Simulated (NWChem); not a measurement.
All runs are NWChem calculations. System: CH, charge 0, spin multiplicity 2, at a geometry optimised with UPBE0/def2-SVP. The structure started from a generated list of species. Its SCF solution wasn't tested for a lower state. Level: UCCSD(T)/3-21G, 1 core orbitals frozen.

Output (cleaned and shortened):

```
             Northwest Computational Chemistry Package (NWChem) 7.3.0
             --------------------------------------------------------

                                NWChem Input Module
                                -------------------

 Scaling coordinates for geometry "geometry" by  1.889725989
 (inverse scale =  0.529177249)

 Turning off AUTOSYM since
 SYMMETRY directive was detected!

                             Geometry "geometry" -> ""
                             -------------------------

 Output coordinates in angstroms (scale by  1.889725989 to convert to a.u.)

  No.       Tag          Charge          X              Y              Z
 ---- ---------------- ---------- -------------- -------------- --------------
    1 C                    6.0000     0.00000000     0.00000000     0.16203700
    2 H                    1.0000     0.00000000     0.00000000    -0.97222400

 Effective nuclear repulsion energy (a.u.)       2.7992353559

            Nuclear Dipole moment (a.u.)
            ----------------------------
        X                 Y               Z
 ---------------- ---------------- ----------------
     0.0000000000     0.0000000000    -0.0000037795

      Symmetry information
      --------------------

 Group name             C2v
 Group number             16
 Group order               4
 No. of unique centers     2

      Symmetry unique atoms

     1    2


 Summary of "ao basis" -> "" (spherical)
 ------------------------------------------------------------------------------
       Tag                 Description            Shells   Functions and Types
 ---------------- ------------------------------  ------  ---------------------
 *                           3-21g                    on all atoms

 Summary of "ao basis" -> "ao basis" (spherical)
 ------------------------------------------------------------------------------
       Tag                 Description            Shells   Functions and Types
 ---------------- ------------------------------  ------  ---------------------
 C                           3-21g                   5        9   3s2p
 H                           3-21g                   2        2   2s

                                 NWChem SCF Module
                                 -----------------

  ao basis        = "ao basis"
  functions       =    11
  atoms           =     2
  alpha electrons =     4
  beta  electrons =     3
  charge          =   0.00
[...]
                   NWChem Extensible Many-Electron Theory Module
                   ---------------------------------------------


            General Information
            -------------------
      Number of processors :     1
         Wavefunction type : Unrestricted Hartree-Fock
          No. of electrons :     7
           Alpha electrons :     4
            Beta electrons :     3
           No. of orbitals :    22
            Alpha orbitals :    11
             Beta orbitals :    11
        Alpha frozen cores :     1
         Beta frozen cores :     1
     Alpha frozen virtuals :     0
      Beta frozen virtuals :     0
         Spin multiplicity : doublet
    Number of AO functions :    11
       Number of AO shells :     7
        Use of symmetry is : on
      Symmetry adaption is : on
         Schwarz screening : 0.10D-09

          Correlation Information
          -----------------------
          Calculation type : Coupled-cluster singles & doubles w/ perturbation
   Perturbative correction : (T)
            Max iterations :      100
        Residual threshold : 0.10D-05
     T(0) DIIS level shift : 0.00D+00
     L(0) DIIS level shift : 0.00D+00
     T(1) DIIS level shift : 0.00D+00
     L(1) DIIS level shift : 0.00D+00
     T(R) DIIS level shift : 0.00D+00
     T(I) DIIS level shift : 0.00D+00
   CC-T/L Amplitude update :  5-th order DIIS
                I/O scheme : Global Array Library
        L-threshold :  0.10D-05
        EOM-threshold :  0.10D-05
 no EOMCCSD initial starts read in
 TCE RESTART OPTIONS
 SLICE:      F
 D4D5:       F
 quantumc:   F
 qrotation:  F
 pwtce:      F
 qducc:      F
 nacto:                         0
 nrotv:                         0
 nrot:                          0

            Memory Information
            ------------------
          Available GA space size is     249036558 doubles
          Available MA space size is     104856532 doubles

 Maximum block size supplied by input
 Maximum block size        24 doubles

 tile_dim =      4

 -------------------------------------------------

 Global array virtual files algorithm will be used

 Parallel file system coherency ......... OK


 half-transformed integrals in memory

 2-e (intermediate) file size =           27467
 2-e (intermediate) file name = ./mol.v2i

 2-e integrals stored in memory



CCSD iterations
 ---------------------------------------------------------
 Iter          Residuum       Correlation     Cpu    Wall
 ---------------------------------------------------------
    1   0.0912271137698  -0.0451228946332     0.0     0.0
    2   0.0376590482686  -0.0565382008552     0.0     0.0
    3   0.0193030434843  -0.0603664999893     0.0     0.0
    4   0.0107846020824  -0.0620238063888     0.0     0.0
    5   0.0063883070255  -0.0628391224587     0.0     0.0
    6   0.0007665966468  -0.0638434318449     0.0     0.0
    7   0.0004016354805  -0.0638475348476     0.0     0.0
    8   0.0002553320892  -0.0638465048106     0.0     0.0
    9   0.0001707415462  -0.0638466838396     0.0     0.0
   10   0.0001168764843  -0.0638472698199     0.0     0.0
   11   0.0000121608114  -0.0638499330424     0.0     0.0
   12   0.0000055464856  -0.0638506133766     0.0     0.0
   13   0.0000031792611  -0.0638510111702     0.0     0.0
   14   0.0000019383638  -0.0638512224085     0.0     0.0
   15   0.0000012382968  -0.0638513364922     0.0     0.0
   16   0.0000001856687  -0.0638514908387     0.0     0.0
 -----------------------------------------------------------------
 Iterations converged
 CCSD correlation energy / hartree =        -0.063851490838720
 CCSD total energy / hartree       =       -38.115644828799077

 Singles contributions

 Doubles contributions
     5b2  (alpha)     4b2  (beta ) ---     3a1  (alpha)     3a1  (beta )       -0.1069323630
 CCSD(T)
 Using plain CCSD(T) code
             total no. of tasks           40
 total no. of tasks / no. procs           40
                         wl_min            1           1.0
                         wl_max          512           2.8
        thresh for no. of tasks           40

 CCSD[T]  correction energy / hartree =        -0.000787879194508
 CCSD[T] correlation energy / hartree =        -0.064639370033228
 CCSD[T] total energy / hartree       =       -38.116432707993582
 CCSD(T)  correction energy / hartree =        -0.000775746318584
 CCSD(T) correlation energy / hartree =        -0.064627237157304
 CCSD(T) total energy / hartree       =       -38.116420575117658

 Task  times  cpu:        0.1s     wall:        0.1s

 Total times  cpu:        0.2s     wall:        0.2s
```

**Question.** Write an NWChem input that would produce this output.

**Answer.** Several could match; the one computed here: 
```
start mol
memory heap 100 mb stack 700 mb global 1900 mb
geometry units angstroms nocenter noautoz
  C      0.000000     0.000000     0.162037
  H      0.000000     0.000000    -0.972224
  symmetry group C2v
end
basis spherical
  * library 3-21g
end
scf
  uhf
  nopen 1
  maxiter 100
  thresh 1e-7
  semidirect memsize 60000000 filesize 0
  # guess.movecs holds the orbitals of an unrestricted PBE0 run
  vectors input guess.movecs output mol.movecs
end
tce
  freeze core 1
  ccsd(t)
  thresh 1e-6
  maxiter 100
  tilesize 24
end
task tce energy
```
